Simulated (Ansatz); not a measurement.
Input file:

```yaml
crystal:
  periodic: [false, false, false]
  atoms:
    - {symbol: B, position_ang: [0.000000, 0.000000, 0.149419]}
    - {symbol: B, position_ang: [0.000000, 0.000000, -1.842341]}
    - {symbol: H, position_ang: [0.000000, 0.000000, 1.692922]}
basis:
  gaussian: {orbitals: 6-31G}
magnetization: {spin_polarized: false, initial_magnetization: 3}
correlation: {method: fic_mrcisd_q, electrons: outside_noble_gas, active_space: {window: {electrons: 7, orbitals: 9}, shells: [{species: B, l: s, shell: 2}, {species: B, l: p, shell: 2}, {species: H, l: s, shell: 1}]}}
```

```sh
$ ansatz run in.yaml --threads 1 --pin off --events-out ev --progress --plain --max-ram 2393MiB
```

The program prints:

```
445 factors; integrals over basis functions are off by at most 1.4e-7 eV
mean field evaluation 1: about -1349.6489 eV, gradient 6.5e0 eV
mean field evaluation 2: about -1349.6502 eV, gradient 6.5e0 eV
mean field evaluation 4: about -1350.7666 eV, gradient 1.9e0 eV
mean field evaluation 8: about -1351.0631 eV, gradient 8.8e-1 eV
mean field evaluation 16: about -1351.0919 eV, gradient 9.2e-3 eV
mean field evaluation 32: about -1351.1687 eV, gradient 2.7e-6 eV
mean field -1351.16865796 eV, -49.6545323250 hartree, gradient 2.7e-6 eV, S^2 3.750000; 2 other end points of the search recorded, 0 dependent functions left out
reference -1351.16865796 eV, -49.6545323250 hartree; 7, 4 occupied and 13, 16 virtual orbitals, 445 factors
state -1353.96252509 eV, -49.7572050481 hartree
contracted CI cycle   1: correlation 0.00000000 eV, 0.0000000000 hartree, residual 4.93e0 eV
contracted CI cycle   2: correlation -0.55596656 eV, -0.0204313943 hartree, residual 1.08e0 eV
contracted CI cycle   3: correlation -0.57952458 eV, -0.0212971355 hartree, residual 2.04e-1 eV
contracted CI cycle   4: correlation -0.58035245 eV, -0.0213275592 hartree, residual 4.24e-2 eV
contracted CI cycle   5: correlation -0.58038706 eV, -0.0213288310 hartree, residual 9.75e-3 eV
contracted CI cycle   6: correlation -0.58038882 eV, -0.0213288956 hartree, residual 2.37e-3 eV
contracted CI cycle   7: correlation -0.58038892 eV, -0.0213288995 hartree, residual 5.66e-4 eV
state -1353.96252509 eV, -49.7572050481 hartree; corrected -1354.55154076 eV, -49.7788509749 hartree
Total energy: -1354.55154076 eV, -49.7788509749 hartree
Checks for a lower state left out: starts, orbital_swaps
```

For the same geometry and basis full CI lies 5.3 meV lower.

Ran on 1 thread of Arm Neoverse V2, shared host: 3.1 s wall, 0.31 GiB peak host memory.
